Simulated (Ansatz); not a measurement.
Process, species as SMILES: NC(C)=O → [NH-]C(=O)C + H+
B3LYP-D3(BJ)/def2-TZVP geometries, fixed; electronic energies without zero-point terms.

The deprotonation energy at MP2 with Ansatz (a first-principles code), in kcal/mol, split into its Hartree-Fock and correlation parts. Cores are frozen. Species with rotatable bonds are taken in one conformer. The proton leaves the site shown, which need not be the most acidic. No added dispersion term, no relativity. Functions are those of the species that has most. These sets lack the diffuse functions that anions need.

| basis | X | functions | Hartree-Fock | MP2 |
|---|---|---|---|---|
| cc-pVDZ | 2 | 81 | 386.79 | 382.80 |
| cc-pVTZ | 3 | 190 | 382.74 | 374.82 |
| cc-pVQZ | 4 | 370 | 380.45 | 370.69 |
| cc-pV5Z | 5 | 639 | 379.20 | 368.30 |

Worked estimate of the basis-set limit from each neighbouring pair, with Hartree-Fock from the larger set and the correlation part extrapolated as X^-3.
Correlation parts: X = 2: -3.99, X = 3: -7.92, X = 4: -9.76, X = 5: -10.90.
- (2,3): (27·(-7.92) - 8·(-3.99))/19 = -9.57; with Hartree-Fock 382.74 the estimate is 373.17 kcal/mol.
- (3,4): (64·(-9.76) - 27·(-7.92))/37 = -11.10; with Hartree-Fock 380.45 the estimate is 369.35 kcal/mol.
- (4,5): (125·(-10.90) - 64·(-9.76))/61 = -12.10; with Hartree-Fock 379.20 the estimate is 367.10 kcal/mol.
The last two estimates differ by 2.24 kcal/mol; the largest set lies 1.20 from the last. Over the last step Hartree-Fock moves by -1.25 and the correlation part by -1.14.
